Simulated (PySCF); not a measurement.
**Towards the basis-set limit for NO**

What constants does extrapolated CCSD(T) give for NO, and what does each step add?

Method: CCSD(T) on ROHF, no relativity in the base curves; scalar relativity is added as a correction; program: PySCF 2.14.0.

2 further runs of the same task are left out: 2 set aside as unsound or not needed.

### 1 Set-up

```
molecule             : NO
state                : doublet, unpaired electrons π ↑
smaller basis        : N cc-pVTZ, O cc-pVTZ
larger basis         : N cc-pVQZ, O cc-pVQZ
frozen core orbitals : 2
extrapolation        : correlation as n⁻³ (n = 3, 4), Hartree–Fock as (n+1)·exp(−9√n)
corrections          : core–valence correlation, scalar relativity
distances (Å)        : 1.0080, 1.0538, 1.0996, 1.1455, 1.1913, 1.2485, 1.3058
masses (u)           : 14.0031, 15.9949
dissociation limit   : N + O
```

Started as:

```bash
$ OMP_NUM_THREADS=4 python comp.py task.json out
```

### 2 The runs

What does the calculation give? Wanted: for each run, Re; ωe; ωexe; αe; De.

**Answer**, as computed:

| level | Re (Å) | ωe (cm⁻¹) | ωexe (cm⁻¹) | αe (cm⁻¹) | De (eV) |
| --- | --- | --- | --- | --- | --- |
| CCSD(T)/cc-pVTZ(-PP) | 1.1565 | 1902.6 | 13.6 | 0.0170 | 6.222 |
| CCSD(T)/cc-pVQZ(-PP) | 1.1528 | 1911.4 | 13.4 | 0.0170 | 6.434 |
| HF/CBS | 1.1123 | 2247.8 | 12.0 | 0.0144 | 2.479 |
| MP2/CBS | 1.1542 | 1927.9 | 10.5 | 0.0147 | 7.108 |
| CCSD/CBS | 1.1412 | 2007.6 | 12.7 | 0.0160 | 6.165 |
| CCSD(T)/CBS | 1.1509 | 1921.1 | 13.4 | 0.0170 | 6.566 |
| CCSD(T)/CBS+CV | 1.1492 | 1928.0 | 13.4 | 0.0170 | 6.585 |
| CCSD(T)/CBS+CV+SR | 1.1492 | 1926.2 | 13.4 | 0.0170 | 6.577 |

What this shows: The last step gives Re = 1.1492 Å, ωe = 1926.2 cm⁻¹ and De = 6.577 eV; the smaller basis alone is off from it by +7.3 mÅ and -0.36 eV. Near the minimum the mean field binds by 2.41 eV and correlation adds 4.16 eV of binding. T1 is 0.023. Spin–orbit coupling and excitations beyond (T) are left out.
